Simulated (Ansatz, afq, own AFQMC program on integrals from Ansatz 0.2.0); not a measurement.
The Si1–P2 bond of SiPH$_{5}$, singlet, worked out

```tsv
atom	x (Å)	y (Å)	z (Å)
Si	-0.6313	-0.3589	-0.3893
P	1.0936	-0.0115	1.0412
H	-1.8574	-0.6227	0.4221
H	-0.3185	-1.5717	-1.2034
H	-0.8968	0.7884	-1.3105
H	0.6451	1.2925	1.4175
H	1.9653	0.4839	0.0224
```

The molecule and both fragments are relaxed with PBE0/def2-SVP; the fragments keep their bonds.

Basis def2-TZVP. Noble-gas cores (and the filled d shells of Ga–Kr and In–Xe) are frozen. AFQMC by an in-house program on the Cholesky factors that Ansatz 0.2.0 writes for its CCSD(T) run. ph-AFQMC/CISD is guided by a CISD state made of CCSD amplitudes; releasing the constraint for a short imaginary time cuts its bias at the price of noise, slowly where states lie close. ± is one standard error of the sampling.

Total energies in eV. CBS is CCSD(T) at the limit of def2-TZVPP/QZVPP (extrapolated itself); the highest rung of each member is named.

| member | count | CCSD(T)/def2-TZVP | highest rung in def2-TZVP | which | CCSD(T)/CBS |
| --- | --- | --- | --- | --- | --- |
| SiH₃, doublet | +1 | -7912.3763 | -7912.3997 | CCSDT(Q) | -7913.2219 |
| PH2 (doublet) | +1 | -9307.4996 | -9307.5294 | CCSDT(Q) | -9308.4668 |
| SiPH₅, singlet | -1 | -17222.9629 | -17223.0167 | CCSDT(Q) | -17224.9400 |

Q: Work out the best estimate of the bond energy: the CCSD(T)/CBS difference plus the step from CCSD(T) to the highest rung.

A: Sums with the counts: CCSD(T)/CBS 3.2513 eV, highest rung 3.0876 eV, CCSD(T)/def2-TZVP 3.0870 eV. The step is 3.0876 − 3.0870 = 0.0006 eV, so the best estimate is 3.2513 + (0.0006) = 3.2519 eV. The basis set is worth 0.164 eV of it. Zero-point, core-correlation and spin–orbit terms aren't in it. Past Ne the Hartree–Fock part of each CBS total tends to overshoot, since the cores don't follow the formula; that largely cancels in the difference.

Best estimates are given only where the step beyond CCSD(T) is under 0.3 eV and no member's determinant is very poor (T1 over 0.05, or 0.07 for open shells, ⟨S²⟩ too high by 0.3, two states mixed), so the hardest cases are missing from such tables.

CCSDT and higher add their correlation energy to the determinant of the CCSD(T) run, since their own runs factorise the integrals more tightly (a shift of under 2 meV). Each member of a difference takes its own highest rung, so a best estimate needn't equal the limit plus the step of one row.
